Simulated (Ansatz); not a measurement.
We consider trigonal Se, described by PBE (Ansatz, a program for electronic structure, plane waves, PAW).

Run with plane-wave cutoff 520 eV, 12×12×8 k mesh (along the axes of the cell as run), scalar-relativistic PAW data made under PBE.

Cell (relaxed at this level):

```cif
data_Se3
_chemical_formula_sum 'Se3'
_space_group_name_H-M_alt 'P3121'
_space_group_IT_number 152
_space_group_name_Hall 'P 31 2"'
_cell_length_a 4.52803
_cell_length_b 4.52803
_cell_length_c 5.04303
_cell_angle_alpha 90.000
_cell_angle_beta 90.000
_cell_angle_gamma 120.000
loop_
_atom_site_label
_atom_site_type_symbol
_atom_site_symmetry_multiplicity
_atom_site_Wyckoff_symbol
_atom_site_fract_x
_atom_site_fract_y
_atom_site_fract_z
_atom_site_occupancy
Se1 Se 3 a 0.78152 0.78152 0.00000 1
```

Problem. Give the computed elastic constant C13, elastic constant C12, elastic constant C11, elastic constant C33, elastic constant C44 and elastic constant C66.

Solution. 
elastic constant C13: 8.90 GPa
elastic constant C12: 2.35 GPa
elastic constant C11: 7.17 GPa
elastic constant C33: 70.2 GPa
elastic constant C44: 11.3 GPa
elastic constant C66: 2.41 GPa

Note: the cell comes from a level without a dispersion term, which matters for the spacing of layers, chains or molecules.

Elastic constants are with the ions relaxed.

The computed numbers hold no vibrational or temperature effects.

Computing time: roughly 100 core-minutes.
